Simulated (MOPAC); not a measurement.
MOPAC input (PM7):

```
PM7 PRECISE GNORM=0.05 LET XYZ CHARGE=1 GEO-OK AUX(PRECISION=9) THREADS=1
C3H7O

O    -0.12772971 1   -0.12310551 1    1.32424015 1
C    -0.00559836 1   -0.01303083 1    0.05921981 1
C     0.07681222 1    1.30130937 1   -0.59224654 1
C     0.05130217 1   -1.27018044 1   -0.69032725 1
H    -0.25717763 1    2.12014548 1    0.04404421 1
H     0.28337974 1   -2.11713039 1   -0.04931489 1
H    -0.47151742 1    1.29428595 1   -1.53586417 1
H     1.13164237 1    1.46417555 1   -0.85506132 1
H     0.74230290 1   -1.18907807 1   -1.53062019 1
H    -0.94637008 1   -1.42304853 1   -1.12830401 1
H    -0.19551848 1    0.72690564 1    1.80132319 1
```

From the last part of the output:

```
                                                       MOPAC v23.2.5 Linux

          FINAL HEAT OF FORMATION =        118.46048 KCAL/MOL =     495.63866 KJ/MOL

          COSMO AREA              =        103.89 SQUARE ANGSTROMS
          COSMO VOLUME            =         87.20 CUBIC ANGSTROMS

          GRADIENT NORM           =          0.04169          =       0.01257 PER ATOM
          IONIZATION POTENTIAL    =         18.775072 EV
          HOMO LUMO ENERGIES (EV) =        -18.775 -6.381
          NO. OF FILLED LEVELS    =         12
          MOLECULAR WEIGHT        =         59.0877         POINT GROUP:  C1

          MOLECULAR DIMENSIONS (Angstroms)

            Atom       Atom       Distance
            H     6    H     5     4.35211
            H    11    H     9     3.44248
            H     8    H    10     2.44898

          SCF CALCULATIONS        =         28

   ATOM   CHEMICAL          X               Y               Z
  NUMBER   SYMBOL      (ANGSTROMS)     (ANGSTROMS)     (ANGSTROMS)

     1       O         -0.13351404  *  -0.14020991  *   1.31414775  *
     2       C         -0.00494828  *  -0.00104232  *   0.03369944  *
     3       C          0.08750418  *   1.31330410  *  -0.58246885  *
     4       C          0.03745846  *  -1.27225629  *  -0.67775446  *
     5       H         -0.25673804  *   2.16682172  *   0.03633930  *
     6       H          0.28467330  *  -2.15089008  *  -0.03491264  *
     7       H         -0.47431369  *   1.39506498  *  -1.54474017  *
     8       H          1.13621939  *   1.57380955  *  -0.87981568  *
     9       H          0.75656414  *  -1.28700859  *  -1.52661320  *
    10       H         -0.94888060  *  -1.53740688  *  -1.13569153  *
    11       H         -0.17910107  *   0.70838652  *   1.88278979  *

                             CARTESIAN COORDINATES

   1    O       -0.133514042    -0.140209911     1.314147745
   2    C       -0.004948285    -0.001042320     0.033699441
   3    C        0.087504179     1.313304099    -0.582468846
   4    C        0.037458458    -1.272256286    -0.677754460
   5    H       -0.256738036     2.166821715     0.036339303
   6    H        0.284673304    -2.150890078    -0.034912645
   7    H       -0.474313693     1.395064983    -1.544740170
   8    H        1.136219391     1.573809546    -0.879815680
   9    H        0.756564143    -1.287008591    -1.526613202
  10    H       -0.948880604    -1.537406880    -1.135691535
  11    H       -0.179101067     0.708386523     1.882789788

           Empirical Formula: C3 H7 O  =    11 atoms

      MOLECULAR POINT GROUP   :   C1

                  EIGENVALUES
 -38.33723 -33.96244 -30.85175 -26.81769 -23.73075 -22.10796 -21.94202 -19.61897
 -19.23129 -19.14483 -18.95169 -18.77507  -6.38134  -4.22588  -2.86333  -2.31523
  -0.96775  -0.55152  -0.39815  -0.24899  -0.02520   0.81239   1.10869

              NET ATOMIC CHARGES AND DIPOLE CONTRIBUTIONS

  ATOM NO.   TYPE          CHARGE      No. of ELECS.   s-Pop       p-Pop
    1          O          -0.322095        6.3221     1.82777     4.49432
    2          C           0.624351        3.3756     1.15911     2.21654
    3          C          -0.594125        4.5941     1.06391     3.53022
    4          C          -0.544989        4.5450     1.06025     3.48474
    5          H           0.221782        0.7782     0.77822
    6          H           0.238989        0.7610     0.76101
    7          H           0.246109        0.7539     0.75389
    8          H           0.253720        0.7463     0.74628
    9          H           0.235019        0.7650     0.76498
   10          H           0.249125        0.7509     0.75088
   11          H           0.392116        0.6079     0.60788
 DIPOLE           X         Y         Z       TOTAL
 POINT-CHG.     0.133     1.316    -1.181     1.773
 HYBRID        -0.057     0.307     0.487     0.579
 SUM            0.076     1.623    -0.694     1.767

          ATOMIC ORBITAL ELECTRON POPULATIONS

     Atom    s        px        py        pz
    1  O   1.82777   1.68144   1.52083   1.29205
    2  C   1.15911   0.48233   0.96500   0.76921
    3  C   1.06391   1.25085   1.05459   1.22477
    4  C   1.06025   1.23861   1.05821   1.18792
    5  H   0.77822
    6  H   0.76101
    7  H   0.75389
    8  H   0.74628
    9  H   0.76498
   10  H   0.75088
   11  H   0.60788

 **********************
 *                    *
 * JOB ENDED NORMALLY *
 *                    *
 **********************

 == MOPAC DONE ==
```

The dipole moment of an ion depends on the origin.
